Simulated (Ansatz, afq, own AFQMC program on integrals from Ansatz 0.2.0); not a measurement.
BeBH3, singlet: AFQMC among the cluster methods

```yaml
atoms:
  - { symbol: B, position_ang: [0.0000, 0.0000, 1.3165] }
  - { symbol: Be, position_ang: [0.0000, 0.0000, -1.6835] }
  - { symbol: H, position_ang: [0.0000, 1.0032, 1.9784] }
  - { symbol: H, position_ang: [0.0000, -1.0032, 1.9784] }
  - { symbol: H, position_ang: [0.0000, 0.0000, -3.0247] }
```

Connectivity, by distances: BH2 ··· BeH.

Basis cc-pVDZ. Only valence electrons are correlated. Ansatz 0.2.0 and our own AFQMC program on the same integrals; the CISD trial comes from CCSD amplitudes, and released means the phaseless constraint is let go. Error bars are statistical, one sigma.

Determinant: RHF, the one that the program's search chose, which needn't be the lowest solution. The geometry is a point of a scan.

No full CI on the walks' own integrals is used here; CCSDT(Q) serves as the reference and is uncertain by about the last step of the cluster series.

Cautions: higher spins were not checked; restricted determinant unstable towards unrestricted (UHF 182 meV lower, ⟨S²⟩ 0.45).

The T1 diagnostic is 0.0145 and the weight of the determinant in the CISD state is 0.877. The size of the correlated space is 8 electrons in 41 orbitals.

```csv
level,correlation energy (eV)
MP2,-3.4003
CCSD,-4.4123
CCSD(T),-4.5251
```

Question: Estimate where AFQMC with the constraint released lies against CCSD(T) on the same integrals.

Answer: 1.0 ± 1.1 kJ/mol below CCSD(T). The gap is under twice the noise, so this walk alone can't tell the two apart.

Reference: CCSDT(Q), correlation energy -4.562 eV. The released energy is read at 2.40 1/Eh (meV from the phaseless value at times in 1/Eh: 5 ± 10 at 0.24, 6 ± 11 at 0.51, -3 ± 9 at 0.99, 3 ± 11 at 1.62, 19 ± 11 at 2.40).

```csv
level,E − E(reference) (kJ/mol),share of correlation (%)
CCSD(T),3.5,99.20
CCSDT,0.6,99.87
ph-AFQMC/CISD,0.7 ± 1.0,99.85
released AFQMC,2.5 ± 1.1,99.44
```

A walk keeps the symmetry of its determinant, which the program's search chose and which needn't be the lowest solution, so a lower state of the same spin and another symmetry isn't excluded. Released energies are given only where the last usable release times agree within the noise; a slower fall can still hide under it.
